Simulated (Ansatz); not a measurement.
Cost and result for the atomization energy of C4H10N2 (`C1CNCCN1`) (16 atoms, 16 bonds).

```xyz
16

C     1.123   -0.724    0.380
C    -0.108   -1.443   -0.149
N    -1.332   -0.677    0.013
C    -1.184    0.669   -0.516
C     0.047    1.388    0.013
N     1.219    0.577   -0.255
H     2.025   -1.300    0.154
H     1.042   -0.650    1.482
H     0.031   -1.635   -1.219
H    -0.226   -2.410    0.346
H    -1.570   -0.626    0.998
H    -1.106    0.596   -1.607
H    -2.087    1.242   -0.288
H    -0.094    1.580    1.094
H     0.161    2.357   -0.482
H     2.059    1.056    0.038
```

Total charge 0; spin multiplicity 1. The geometry is a stationary point of PBE0-D4/def2-TZVP. Program: Ansatz. All runs use 2 threads of an AMD EPYC 7R13 on a shared host and a share of an NVIDIA H100 80 GB. Times are those of one run each, without the atoms' runs, and a repeat can differ threefold. Electronic energies, without spin–orbit coupling; frozen cores. CCSD(T)/CBS adds CCSD(T) − MP2 in def2-TZVPP to the MP2 limit, and its time is that of the two runs behind it. T1 = 0.010. B3LYP takes the VWN-RPA correlation (the form of Gaussian; ORCA's B3LYP/G).

CCSD(T)/CBS is a level of theory with its own doubt, some kJ/mol a heavy atom from the limit and from the frozen cores, so smaller differences don't rank the functionals.

```tsv
level	functions	wall time	atomization (kJ/mol)	difference from CCSD(T)/CBS	per bond
ωB97X-V/def2-TZVPP	326	12 s	6294.7	35.6	2.2
B2PLYP/def2-TZVPP	326	12 s	6203.4	-55.7	-3.5
B3LYP-D4/def2-TZVPP (with forces)	326	13 s	6283.4	24.3	1.5
PBE0-D4/def2-TZVPP	326	13 s	6324.2	65.1	4.1
PBE-D4/def2-TZVPP (with forces)	326	14 s	6434.7	175.6	11.0
ωB97M-V/def2-TZVPP (with forces)	326	15 s	6293.6	34.5	2.2
r2SCAN-D4/def2-TZVPP (with forces)	326	15 s	6258.7	-0.4	0.0
CCSD(T)/def2-TZVPP	326	19 s	6096.3	-162.8	-10.2
MP2/def2-QZVPP	642	23 s	6272.5	13.4	0.8
CCSD(T)/CBS(def2)	–	42 s	6259.1	0.0	0.0
```

From PBE to PBE0 (25 % exact exchange), in def2-TZVPP and without D4, the atomization energy moves by −104.8 kJ/mol: exact exchange takes away binding that semilocal exchange gives to molecules. In def2-TZVPP, CCSD(T) changes the Hartree–Fock value by +1631.5 kJ/mol (the triples alone add +91.7 kJ/mol) and MP2 by +1711.5 kJ/mol; breaking electron pairs costs correlation energy, which Hartree–Fock lacks. The D4 term adds +54.0 kJ/mol with B3LYP and +28.4 kJ/mol with PBE0; it sums over pairs of atoms, weighted by their polarisabilities, and B3LYP, whose exchange is more repulsive, gets the larger term.
